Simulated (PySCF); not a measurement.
# SiH2ClO (SMILES O[SiH]Cl): a chain of runs

Aim: a structure relaxation (UHF/cc-pVDZ), then the harmonic vibrations, then the energy (UCCSD(T)/pcSseg-1), then the excited states (TD-BHLYP/pob-TZVP) of SiH2ClO. The job is set up through a Python script.

Program for the calculation: PySCF 2.14.0.

## 1. The molecule

SiH2ClO: 5 atoms, total charge 0, spin state doublet. SMILES: `O[SiH]Cl`. All atoms were displaced at random from a relaxed shape. The run starts from this shape.

Bond lengths: O1–Si2 1.608 Å, Si2–Cl3 2.014 Å, O1–H4 0.923 Å, Si2–H5 1.644 Å. Angles: O1–Si2–Cl3 118.7°, O1–Si2–H5 103.0°, Cl3–Si2–H5 111.9°, Si2–O1–H4 122.0°.

## 2. A structure relaxation at UHF/cc-pVDZ (sfX2C, density fitting) (run 1)

Input file job.py:

```python
from pyscf import gto, scf
from pyscf import df
from pyscf.geomopt.geometric_solver import kernel as optimise

mol = gto.Mole()
mol.atom = [
    ('O', (-0.835977, -0.434804, -0.757410)),
    ('Si', (-0.031315, 0.383837, 0.368153)),
    ('Cl', (1.644572, -0.425243, 1.137673)),
    ('H', (-1.104010, -1.309075, -0.629704)),
    ('H', (0.263979, 1.825392, -0.365093)),
]
mol.basis = 'cc-pvdz'
mol.verbose = 3
mol.max_memory = 1860
mol.spin = 1
mol.build()

mf = scf.UHF(mol)
mf = mf.sfx2c1e()
mf = mf.density_fit(auxbasis=df.aug_etb(mol, beta=2.0))
converged, mol_eq = optimise(mf, maxsteps=100, convergence_set='GAU_TIGHT')
print('converged:', converged)
print(mol_eq.tostring())

mf.reset(mol_eq)
mol = mol_eq
mf.kernel()
if not mf.converged:
    mf = mf.newton().run(mf.mo_coeff, mf.mo_occ)
etot = mf.e_tot
print('E = %.10f Eh' % etot)
```

Command:

```sh
$ OMP_NUM_THREADS=1 python job.py
```

Standard output:

```text
convergence_set           GAU_TIGHT
maxiter                   100
----------------------------------------------------------
Custom engine selected.
Bonds will be generated from interatomic distances less than 1.20 times sum of covalent radii
15 internal coordinates being used (instead of 15 Cartesians)
Internal coordinate system (atoms numbered from 1):
Distance 1-2
Distance 1-4
Distance 2-3
Distance 2-5
Angle 2-1-4
Angle 1-2-3
Angle 1-2-5
Angle 3-2-5
Dihedral 4-1-2-3
Dihedral 4-1-2-5
Translation-X 1-5
Translation-Y 1-5
Translation-Z 1-5
Rotation-A 1-5
Rotation-B 1-5
Rotation-C 1-5
> ===== Optimization Info: ====
> Job type: Energy minimization
> Maximum number of optimization cycles: 100
> Initial / maximum trust radius (Angstrom): 0.100 / 0.300
> Convergence Criteria:
> Will converge when all 5 criteria are reached:
>  |Delta-E| < 1.00e-06
>  RMS-Grad  < 1.00e-05
>  Max-Grad  < 1.50e-05
>  RMS-Disp  < 4.00e-05
>  Max-Disp  < 6.00e-05
> === End Optimization Info ===

Geometry optimization cycle 1
Cartesian coordinates (Angstrom)
 Atom        New coordinates             dX        dY        dZ
   O  -0.835977  -0.434804  -0.757410    0.000000  0.000000  0.000000
  Si  -0.031315   0.383837   0.368153    0.000000  0.000000  0.000000
  Cl   1.644572  -0.425243   1.137673    0.000000  0.000000  0.000000
   H  -1.104010  -1.309075  -0.629704    0.000000  0.000000  0.000000
   H   0.263979   1.825392  -0.365093    0.000000  0.000000  0.000000

WARN: Mole.unit (angstrom) is changed to Bohr

converged SCF energy = -826.335743226004  <S^2> = 0.75535495  2S+1 = 2.0053478
--------------- DFsfX2C1eUHF_Scanner gradients ---------------
         x                y                z
0 O     0.0026169754    -0.0007013079     0.0293152402
1 Si     0.0120631081    -0.0803270059    -0.0010552516
2 Cl    -0.0263892450     0.0153507889    -0.0050067139
3 H     0.0088239286     0.0272332218    -0.0034159314
4 H     0.0028852328     0.0384443031    -0.0198373432
----------------------------------------------
cycle 1: E = -826.335743226  dE = -826.336  norm(grad) = 0.105517
Step    0 : Gradient = 4.719e-02/8.123e-02 (rms/max) Energy = -826.3357432260
Hessian Eigenvalues: 2.30000e-02 5.00000e-02 5.00000e-02 ... 3.30567e-01 4.97659e-01 6.41772e-01

Geometry optimization cycle 2
Cartesian coordinates (Angstrom)
 Atom        New coordinates             dX        dY        dZ
   O  -0.813445  -0.420127  -0.773770    0.022532  0.014677 -0.016360
  Si  -0.099055   0.487337   0.400984   -0.067740  0.103500  0.032831
  Cl   1.638006  -0.392573   1.079033   -0.006566  0.032670 -0.058640
   H  -1.086634  -1.315389  -0.629469    0.017376 -0.006314  0.000235
   H   0.298377   1.680859  -0.323159    0.034398 -0.144533  0.041934
converged SCF energy = -826.348978183969  <S^2> = 0.75425903  2S+1 = 2.0042545
--------------- DFsfX2C1eUHF_Scanner gradients ---------------
         x                y                z
0 O     0.0062591336     0.0092431570     0.0047875855
1 Si     0.0058997648    -0.0015553473     0.0009690621
2 Cl    -0.0095580823     0.0069093840    -0.0058583409
3 H    -0.0009138284    -0.0019979968    -0.0013610616
4 H    -0.0016869878    -0.0125991969     0.0014627548
----------------------------------------------
cycle 2: E = -826.348978184  dE = -0.013235  norm(grad) = 0.0230113
Step    1 : Displace = 9.601e-02/1.544e-01 (rms/max) Trust = 1.000e-01 (=) Grad = 1.029e-02/1.317e-02 (rms/max) E (change) = -826.3489781840 (-1.323e-02) Quality = 0.947
Hessian Eigenvalues: 2.29963e-02 5.00000e-02 5.00000e-02 ... 3.09060e-01 4.77401e-01 6.43390e-01

Geometry optimization cycle 3
Cartesian coordinates (Angstrom)
 Atom        New coordinates             dX        dY        dZ
   O  -0.825181  -0.455044  -0.792468   -0.011736 -0.034917 -0.018698
  Si  -0.075525   0.494101   0.344124    0.023530  0.006764 -0.056860
  Cl   1.636683  -0.424827   1.099958   -0.001323 -0.032254  0.020925
   H  -1.097182  -1.342258  -0.597613   -0.010548 -0.026869  0.031856
   H   0.298453   1.768135  -0.300382    0.000076  0.087277  0.022777
converged SCF energy = -826.350205986351  <S^2> = 0.754141  2S+1 = 2.0041367
--------------- DFsfX2C1eUHF_Scanner gradients ---------------
         x                y                z
0 O    -0.0011773507     0.0002465088     0.0025341188
1 Si     0.0076534493     0.0005994645    -0.0041805959
2 Cl    -0.0033534166     0.0016665613     0.0004047976
3 H    -0.0018680208    -0.0030824816    -0.0015144912
4 H    -0.0012546612     0.0005699471     0.0027561706
----------------------------------------------
cycle 3: E = -826.350205986  dE = -0.0012278  norm(grad) = 0.0111017
Step    2 : Displace = 5.824e-02/9.222e-02 (rms/max) Trust = 1.414e-01 (+) Grad = 4.965e-03/8.741e-03 (rms/max) E (change) = -826.3502059864 (-1.228e-03) Quality = 0.699
Hessian Eigenvalues: 2.30068e-02 5.00000e-02 5.00000e-02 ... 2.91255e-01 4.86729e-01 6.40916e-01

[... 8 lines left out ...]
converged SCF energy = -826.350534910452  <S^2> = 0.75442026  2S+1 = 2.0044154
[... 20 lines left out ...]
converged SCF energy = -826.350590554016  <S^2> = 0.75433712  2S+1 = 2.0043324
[... 20 lines left out ...]
converged SCF energy = -826.350596841881  <S^2> = 0.75434636  2S+1 = 2.0043416
[... 20 lines left out ...]
converged SCF energy = -826.350597981313  <S^2> = 0.7543521  2S+1 = 2.0043474
[... 20 lines left out ...]
converged SCF energy = -826.350598526901  <S^2> = 0.75435636  2S+1 = 2.0043516
[... 20 lines left out ...]
converged SCF energy = -826.350598969025  <S^2> = 0.75436159  2S+1 = 2.0043568
[... 20 lines left out ...]
converged SCF energy = -826.350599172323  <S^2> = 0.75436553  2S+1 = 2.0043608
[... 7 lines left out ...]
----------------------------------------------
cycle 10: E = -826.350599172  dE = -2.03298e-07  norm(grad) = 0.000211632
Step    9 : Displace = 1.280e-03/1.902e-03 (rms/max) Trust = 3.000e-01 (=) Grad = 9.464e-05/1.454e-04 (rms/max) E (change) = -826.3505991723 (-2.033e-07) Quality = 1.364
Hessian Eigenvalues: 3.05306e-03 4.99972e-02 5.00000e-02 ... 3.16887e-01 4.66626e-01 6.47166e-01

Geometry optimization cycle 11
Cartesian coordinates (Angstrom)
 Atom        New coordinates             dX        dY        dZ
   O  -0.827641  -0.441708  -0.796885   -0.000568  0.000284  0.000614
  Si  -0.100486   0.500841   0.359684   -0.000113  0.000316  0.000138
  Cl   1.625987  -0.442092   1.084499   -0.000198 -0.000306 -0.000083
   H  -1.059580  -1.333678  -0.581416    0.000760 -0.000268 -0.000377
   H   0.298968   1.756742  -0.312263    0.000119 -0.000026 -0.000293
converged SCF energy = -826.350599247995  <S^2> = 0.75436786  2S+1 = 2.0043631
--------------- DFsfX2C1eUHF_Scanner gradients ---------------
         x                y                z
0 O    -0.0000192726    -0.0000252437    -0.0000373525
1 Si     0.0000569458     0.0000087256     0.0000473812
2 Cl    -0.0000390887     0.0000199069    -0.0000178699
3 H     0.0000049148     0.0000076323     0.0000061629
4 H    -0.0000034993    -0.0000110211     0.0000016783
----------------------------------------------
cycle 11: E = -826.350599248  dE = -7.56719e-08  norm(grad) = 0.000102315
Step   10 : Displace = 6.228e-04/8.802e-04 (rms/max) Trust = 3.000e-01 (=) Grad = 4.576e-05/7.459e-05 (rms/max) E (change) = -826.3505992480 (-7.567e-08) Quality = 1.238
Hessian Eigenvalues: 3.31056e-03 4.99750e-02 5.00000e-02 ... 2.94597e-01 4.35989e-01 6.50170e-01

Geometry optimization cycle 12
Cartesian coordinates (Angstrom)
 Atom        New coordinates             dX        dY        dZ
   O  -0.827665  -0.441691  -0.796791   -0.000024  0.000016  0.000093
  Si  -0.100515   0.500861   0.359682   -0.000029  0.000020 -0.000002
  Cl   1.626054  -0.442107   1.084551    0.000067 -0.000016  0.000052
   H  -1.059591  -1.333712  -0.581531   -0.000011 -0.000035 -0.000115
   H   0.298966   1.756757  -0.312291   -0.000003  0.000014 -0.000028
converged SCF energy = -826.350599259392  <S^2> = 0.75436832  2S+1 = 2.0043636
--------------- DFsfX2C1eUHF_Scanner gradients ---------------
         x                y                z
0 O    -0.0000038017    -0.0000099083    -0.0000028614
1 Si     0.0000148417     0.0000063098     0.0000095330
2 Cl    -0.0000103366     0.0000041011    -0.0000048418
3 H     0.0000016432     0.0000050918    -0.0000026086
4 H    -0.0000023467    -0.0000055944     0.0000007789
----------------------------------------------
cycle 12: E = -826.350599259  dE = -1.13972e-08  norm(grad) = 2.63008e-05
Step   11 : Displace = 8.169e-05/1.099e-04 (rms/max) Trust = 3.000e-01 (=) Grad = 1.176e-05/1.873e-05 (rms/max) E (change) = -826.3505992594 (-1.140e-08) Quality = 1.194
Hessian Eigenvalues: 3.38332e-03 4.99163e-02 5.00000e-02 ... 2.55232e-01 4.28432e-01 6.44622e-01

Geometry optimization cycle 13
Cartesian coordinates (Angstrom)
 Atom        New coordinates             dX        dY        dZ
   O  -0.827617  -0.441716  -0.796829    0.000048 -0.000024 -0.000038
  Si  -0.100520   0.500832   0.359661   -0.000005 -0.000029 -0.000021
  Cl   1.626100  -0.442080   1.084581    0.000046  0.000027  0.000030
   H  -1.059672  -1.333698  -0.581529   -0.000081  0.000015  0.000002
   H   0.298957   1.756768  -0.312265   -0.000009  0.000011  0.000027
converged SCF energy = -826.350599260202  <S^2> = 0.75436841  2S+1 = 2.0043636
--------------- DFsfX2C1eUHF_Scanner gradients ---------------
         x                y                z
0 O     0.0000016517    -0.0000010002    -0.0000018350
1 Si     0.0000014756     0.0000008702     0.0000014324
2 Cl    -0.0000010385     0.0000005261    -0.0000006100
3 H    -0.0000013371     0.0000003501     0.0000005320
4 H    -0.0000007517    -0.0000007462     0.0000004806
----------------------------------------------
cycle 13: E = -826.35059926  dE = -8.10132e-10  norm(grad) = 4.16599e-06
Step   12 : Displace = 5.837e-05/8.580e-05 (rms/max) Trust = 3.000e-01 (=) Grad = 1.863e-06/2.664e-06 (rms/max) E (change) = -826.3505992602 (-8.101e-10) Quality = 0.965
Hessian Eigenvalues: 5.67086e-03 4.99291e-02 5.00000e-02 ... 2.31043e-01 4.25549e-01 6.41563e-01

Geometry optimization cycle 14
Cartesian coordinates (Angstrom)
 Atom        New coordinates             dX        dY        dZ
   O  -0.827682  -0.441691  -0.796793   -0.000065  0.000025  0.000036
  Si  -0.100535   0.500853   0.359661   -0.000016  0.000021 -0.000000
  Cl   1.626081  -0.442110   1.084568   -0.000019 -0.000030 -0.000013
   H  -1.059590  -1.333723  -0.581535    0.000082 -0.000025 -0.000006
   H   0.298975   1.756777  -0.312282    0.000018  0.000009 -0.000017
converged SCF energy = -826.350599260167  <S^2> = 0.75436861  2S+1 = 2.0043638
--------------- DFsfX2C1eUHF_Scanner gradients ---------------
         x                y                z
0 O    -0.0000004650     0.0000026274     0.0000026395
1 Si    -0.0000038364    -0.0000007015    -0.0000033329
2 Cl     0.0000028216    -0.0000018115     0.0000014120
3 H     0.0000010511    -0.0000012585    -0.0000002359
4 H     0.0000004287     0.0000011440    -0.0000004826
----------------------------------------------
cycle 14: E = -826.35059926  dE = 3.47882e-11  norm(grad) = 7.62305e-06
Step   13 : Displace = 5.692e-05/8.614e-05 (rms/max) Trust = 3.000e-01 (=) Grad = 3.409e-06/5.130e-06 (rms/max) E (change) = -826.3505992602 (+3.479e-11) Quality = -0.108
Hessian Eigenvalues: 9.95049e-03 4.99592e-02 4.99953e-02 ... 2.32548e-01 4.28272e-01 6.41867e-01

Geometry optimization cycle 15
Cartesian coordinates (Angstrom)
 Atom        New coordinates             dX        dY        dZ
   O  -0.827652  -0.441703  -0.796810    0.000030 -0.000012 -0.000017
  Si  -0.100526   0.500843   0.359662    0.000009 -0.000010  0.000002
  Cl   1.626089  -0.442094   1.084573    0.000008  0.000017  0.000005
   H  -1.059631  -1.333710  -0.581532   -0.000040  0.000012  0.000003
   H   0.298969   1.756771  -0.312274   -0.000006 -0.000007  0.000008
converged SCF energy = -826.350599260404  <S^2> = 0.7543686  2S+1 = 2.0043638
--------------- DFsfX2C1eUHF_Scanner gradients ---------------
         x                y                z
0 O     0.0000006136    -0.0000003638    -0.0000002222
1 Si    -0.0000002127     0.0000000126    -0.0000000080
2 Cl     0.0000000701    -0.0000000199     0.0000000030
3 H    -0.0000003853     0.0000003871     0.0000001368
4 H    -0.0000000857    -0.0000000161     0.0000000904
----------------------------------------------
cycle 15: E = -826.35059926  dE = -2.36923e-10  norm(grad) = 9.70493e-07
Step   14 : Displace = 2.756e-05/4.148e-05 (rms/max) Trust = 2.846e-05 (-) Grad = 4.340e-07/7.472e-07 (rms/max) E (change) = -826.3505992604 (-2.369e-10) Quality = 1.278
Hessian Eigenvalues: 9.95049e-03 4.99592e-02 4.99953e-02 ... 2.32548e-01 4.28272e-01 6.41867e-01
Converged! =D

converged: True
O          -0.82765192       -0.44170251       -0.79681036
Si         -0.10052628        0.50084276        0.35966239
Cl          1.62608908       -0.44209364        1.08457322
H          -1.05963075       -1.33371021       -0.58153226
H           0.29896887        1.75677060       -0.31227398

converged SCF energy = -826.350599260395  <S^2> = 0.75436849  2S+1 = 2.0043637
E = -826.3505992604 Eh
```

Run time: 38 s. Hardware: 1 thread of Arm Neoverse N1, shared host; peak memory 0.18 GiB.

Step by step:

```csv
step,energy from the first frame kept (eV),largest force (eV/Å)
0,0.0000,4.1773
1,-0.3601,0.6772
2,-0.3936,0.4495
3,-0.4025,0.1996
4,-0.4040,0.0471
5,-0.4042,0.0178
6,-0.4042,0.0087
7,-0.4042,0.0067
8,-0.4042,0.0084
9,-0.4043,0.0075
10,-0.4043,0.0038
11,-0.4043,0.0010
12,-0.4043,0.0001
13,-0.4043,0.0003
14,-0.4043,0.0000
```

After the run. Bond lengths: O1–Si2 1.660 Å, Si2–Cl3 2.097 Å, O1–H4 0.946 Å, Si2–H5 1.479 Å. Angles: O1–Si2–Cl3 110.3°, O1–Si2–H5 106.5°, Cl3–Si2–H5 108.4°, Si2–O1–H4 119.0°.

[end of part 1 of 2]
